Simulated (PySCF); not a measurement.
Bonds broken one at a time in the series vinyl-X. All species are isolated molecules in the gas phase. One relaxed conformer stands for each flexible species; it need not be the lowest. Strings in code marks are SMILES.

Computed with CAM-B3LYP-D3(BJ)/def2-TZVP (PySCF). 

| species | dipole moment (D) |
|---|---|
| whole molecule (`C=CI`) | 1.31 |
| radical fragment (`C=C[O]`) | 3.01 |
| whole molecule (`C=CN`) | – |
| radical fragment (`O=[C]O` (O–C–O–H torsion 0°)) | – |
| radical fragment (`[SiH3]`) | 0.07 |
| radical fragment (`[C]#C`) | 0.78 |
